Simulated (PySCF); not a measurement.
cyclohexene: bond dissociation enthalpies at several levels

Structure: `C1=CCCCC1` (C6H10). Atom numbers as in the mapped SMILES `[CH:1]1=[CH:2][CH2:3][CH2:4][CH2:5][CH2:6]1`. These are map numbers, not IUPAC locants.

All levels share the PBE0-D3(BJ)/def2-SVP structures and the GFN2-xTB thermal terms; only the single-point energies (PySCF) change. Values are bond dissociation enthalpies (298 K, kJ/mol).

| level | C3–H | C4–H | C1–H | time |
| --- | --- | --- | --- | --- |
| PBE0-D3(BJ)/def2-SV(P) | 324 | 388 | 438 | 25 s |
| PBE0-D3(BJ)/def2-TZVP | 330 | 392 | 441 | – |
| BHandHLYP/def2-TZVP | 331 | 393 | 445 | 92 s |
| PBE0-D3(BJ)/aug-pcseg-1 | 331 | 393 | 442 | 77 s |
| PBE0-D3(BJ)/6-31G | 332 | 398 | 448 | 16 s |
| M06/def2-TZVP (grid 3) | 336 | 399 | 444 | 3.6 min |
| M06-2X/def2-TZVP (grid 3) | 350 | 406 | 451 | 3.6 min |

Times are wall times for all single points of a level on 1 thread of Intel Xeon @ 2.60GHz, a shared host; the dash marks the run that also made the structures.

The widest spread is that of C3–H: 26 kJ/mol, from 324 to 350.

Known limits: radicals beside a multiple bond are drawn in one resonance form, and their spin spreads.
